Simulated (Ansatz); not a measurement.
Ideal-gas functions of CNS−, SMILES `N#C[S-]` at 800 K and 1 bar, from an Ansatz frequency run at PBE0-D4/def2-TZVPD.

Molar mass 58.08 g/mol, point group C∞v (symmetry number 1), electronic degeneracy 1, moments of inertia 83.781 u Å². Harmonic wavenumbers (cm⁻¹, unscaled): 482, 482, 759, 2170.

Use S(trans) = R[1.5 ln M + 2.5 ln T − 1.1517]; rotational temperatures θ = 24.2544 K / I; S(rot) = R[ln(T/σθ) + 1]; for each mode x = 1.438777 ν̃/T, S = R[x/(eˣ − 1) − ln(1 − e⁻ˣ)] and H = RT x/(eˣ − 1); 1 cm⁻¹ = 0.0119627 kJ/mol; R = 8.31446 J/(mol·K).

**Question.** By hand: the entropy, in J/(mol·K).

**Answer.** Translation 180.0. Rotation: θ = 0.2895 K, giving 74.2. Vibration, mode by mode: 9.76, 9.76, 6.34, 0.84, in all 26.7. Electronic 0.0. Sum 280.9 J/(mol·K).

**Question.** By hand: H − E and G − E in kJ/mol, counted from the electronic energy.

**Answer.** Zero-point energy ½ × 3893 × 0.0119627 = 23.3; thermal vibration 12.0; translation, rotation and pV give 3.5 RT = 23.3. H − E = 58.6 kJ/mol, and G − E = 58.6 − 800 × 280.9/1000 = -166.1 kJ/mol.

Vibration gives 10 % of the entropy.
